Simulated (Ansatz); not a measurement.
# CH₄Si (singlet): the correlation ladder at scale of all distances = 0.892, cc-pVDZ

One table from this session's results is given with a row withheld; the runs are named, their logs left out.

The runs use Ansatz 0.2.0, Gaussian basis; cc-pVDZ, core rule «outside noble gas», up to 6 orbitals frozen.

The runs, in order: UHF; CCSD(T) on RHF; BCCD(T) on RHF; CISD; CCSDT(Q) on RHF; CASSCF and MRCISD+Q, 2 electrons in 2 orbitals; CASSCF and NEVPT2, 2 electrons in 2 orbitals; CASSCF and MRCISD+Q, 8 electrons in 8 orbitals; CASSCF and NEVPT2, 8 electrons in 8 orbitals.

21 further runs of the same task are left out: 1 for a mislabelled method, 18 that didn't finish, 2 set aside as unsound or not needed.

## The geometry

The geometry derives from a PBE0/def2-TZVP stationary point (not a proven minimum). All distances are scaled together.

6 atoms, charge 0, spin multiplicity 1.

Atoms are counted from 1 here; the program's logs count them from 0.

Bond lengths: Si1–C2 1.515 Å, Si1–H3 1.319 Å, Si1–H4 1.319 Å, C2–H5 0.967 Å, C2–H6 0.967 Å. Angles: C2–Si1–H3 122.7°, C2–Si1–H4 122.7°, H3–Si1–H4 114.7°, Si1–C2–H5 122.2°, Si1–C2–H6 122.2°, H5–C2–H6 115.7°.

The first run:

in.yaml reads:

```yaml
crystal:
  periodic: [false, false, false]
  atoms:
    - {symbol: Si, position_ang: [0.000000, 0.000000, 0.472661]}
    - {symbol: C, position_ang: [0.000000, 0.000000, -1.042651]}
    - {symbol: H, position_ang: [0.000000, 1.110055, 1.184244]}
    - {symbol: H, position_ang: [0.000000, -1.110055, 1.184244]}
    - {symbol: H, position_ang: [0.000000, 0.818383, -1.557262]}
    - {symbol: H, position_ang: [0.000000, -0.818383, -1.557262]}
basis:
  gaussian: {orbitals: cc-pVDZ}
magnetization: {spin_polarized: true, initial_magnetization: 0}
hamiltonian: {xc: hf}
output: {orbitals: {seedname: orbitals}}
```

Run with:

```bash
> ansatz run in.yaml --threads 1 --pin off --events-out ev --progress --plain --max-ram 2393MiB
```

Steps of the session up to this table: UHF; CCSD(T) on RHF; BCCD(T) on RHF; CISD; CCSDT(Q) on RHF; CASSCF and MRCISD+Q, 2 electrons in 2 orbitals; CASSCF and NEVPT2, 2 electrons in 2 orbitals; CASSCF and MRCISD+Q, 8 electrons in 8 orbitals; CASSCF and NEVPT2, 8 electrons in 8 orbitals.

One of the session's tables, all rows but one given; the rest of the session is left out.

```
           method  from RCCSDT(Q) (kcal/mol)
              RHF                          ?
             RMP2                     +26.10
             CISD                     +18.94
            RCCSD                      +5.70
         RCCSD(T)                      +0.83
          BCCD(T)                      +0.83
           RCCSDT                      +0.32
        RCCSDT(Q)                          0
      CASSCF pair                    +161.72
      NEVPT2 pair                     +23.94
      MRCISD pair                     +15.57
    MRCISD+Q pair                      +1.64
  CASSCF frontier                    +121.50
  NEVPT2 frontier                     +29.97
  MRCISD frontier                      +9.24
MRCISD+Q frontier                      +0.58
```

Estimate the missing values for RHF.

The run gave: from RCCSDT(Q) (kcal/mol): +173.61. In the column «from RCCSDT(Q) (kcal/mol)» it is the highest.
